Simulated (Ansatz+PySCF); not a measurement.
doublet C₂H₃O: levels of theory in one basis

| atom | x (Å) | y (Å) | z (Å) |
| --- | --- | --- | --- |
| C | -0.9750 | -0.6480 | 0.0000 |
| C | 0.0033 | 0.5061 | 0.0000 |
| H | -0.4522 | -1.6080 | 0.0000 |
| H | -1.6143 | -0.5634 | 0.8811 |
| H | -1.6143 | -0.5634 | -0.8811 |
| O | 1.1784 | 0.4488 | 0.0000 |

Basis set: cc-pVTZ (spherical functions). Left uncorrelated: 3 orbitals. Correlation on ROHF uses semicanonical orbitals with singles. Charge 0, multiplicity 2.

Computed with Ansatz (development build ahead of 0.2.0); each method stands on the lowest determinant of its kind that the runs found.

```
  method  E − E(ROHF) (eV)  <S²> of the determinant
    ROHF              0.00                     0.75
     UHF             -0.14                     0.76
ROHF-MP2            -14.80                        –
 UHF-MP2            -14.76                     0.76
```

Problem. What does ROHF-CCSD(T) give on the same scale?

Solution. -15.91 eV.
